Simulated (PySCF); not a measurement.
# Unknown compound

The spectra below were simulated for a compound C₃H₂S.

¹H NMR (500 MHz, computed): δ 11.00 (d, 1H), 4.58 (d, 1H).

¹³C{¹H} NMR (computed): δ 240.1 (CH), 107.8 (CH), 94.3 (C).

All values are calculated (PySCF 2.14): PBE0-D3(BJ)/def2-TZVP geometry, PBE0/pcSseg-2 with gauge-including orbitals. No solvent, one conformer, non-relativistic Hamiltonian.

Scale: ¹H, ¹³C vs TMS (reference shieldings calculated alike).

Propose a structure and justify it.

Results:


1. The formula gives 3 degrees of unsaturation.
2. 3 carbon signals for 3 carbons: no two carbons are equivalent.
3. Carbon types of the structure: 1 × C, 2 × CH, which accounts for all hydrogens.
4. δC 240.1: thiocarbonyl carbon; low-lying n→π* states of the double bond to the heteroatom give a large paramagnetic term (-300 ppm).
5. δC 107.8: terminal alkyne carbon.
6. δC 94.3: alkyne carbon; the triple bond shields along its axis, which puts it between sp3 and sp2 carbons.
7. δH 11.00: hydrogen on a thiocarbonyl carbon.
8. δH 4.58: hydrogen on a terminal alkyne carbon.

Structure: SMILES C#CC=S.

Shifts are as computed. Against solution values, carbons near 30 ppm lie about +3 ppm off and those near 130 ppm about +9 ppm. Of 1211 compounds with measured shifts, 218 miss one by over three times the rms of a fit or turn the order of signals round; such compounds aren't used in these exercises. Multiplicities follow the n + 1 count of equivalent neighbours, as no J values were calculated; m marks all less simple cases, F and P coupling included.
